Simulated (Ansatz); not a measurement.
Geometry optimisation, UKS PBE-D4/def2-SVP (Ansatz).

Input:

```yaml
crystal:
  periodic: [false, false, false]
  atoms:
    - { symbol: C, position_ang: [0.249, -0.5045, 0.0929] }
    - { symbol: "N", position_ang: [0.1512, -0.8009, 1.3166] }
    - { symbol: S, position_ang: [-0.9584, 1.3772, -0.5977] }
    - { symbol: H, position_ang: [-0.1952, -1.1854, -0.6206] }
    - { symbol: H, position_ang: [1.0168, 0.1746, -0.3099] }
    - { symbol: H, position_ang: [0.5379, -0.1727, 2.0107] }
    - { symbol: H, position_ang: [-0.8012, 1.1118, -1.892] }
magnetization:
  spin_polarized: true
  initial_magnetization: 1
basis:
  gaussian: { orbitals: def2-SVP }
hamiltonian:
  xc: pbe
  dispersion: d4
relax:
  f_tol: 0.15
  max_steps: 25
  restrain: [{ distance: [0, 2], at: 1.81, k: 30.0 }]
```

Run as:

```bash
$ ansatz run input.yaml --threads 2 --pin off --max-ram 3072MiB --backend cpu --events-out ev --progress --plain --runs-dir out
```

Question: Where does it end, and by what steps?

Answer: It converged. The restraints hold the end off the free minimum. After 9 steps the energy has fallen by 0.502 eV (the restraints' own energy left out); H7 moved furthest, 0.58 Å. Joined: C1–S3.

```csv
step,energy less start (eV),largest force component (eV/Å),accepted
0,0.0000,1.946,yes
1,0.0101,2.689,yes
2,-0.2847,1.474,yes
3,-0.4169,0.632,yes
4,-0.4696,0.555,yes
5,-0.4822,0.594,yes
6,-0.4901,0.529,yes
7,-0.4962,0.550,yes
8,-0.4539,1.241,no
9,-0.5020,0.471,yes
```

```xyz
7
Properties=species:S:1:pos:R:3
C 0.105 -0.409 -0.067
N 0.368 -0.700 1.293
S -1.100 0.931 -0.395
H -0.204 -1.338 -0.598
H 1.073 -0.106 -0.550
H 0.258 0.188 1.825
H -0.500 1.435 -1.509
```

Run time: 14 s on 2 threads of Arm Neoverse V2 (shared host), peak memory 0.15 GiB.
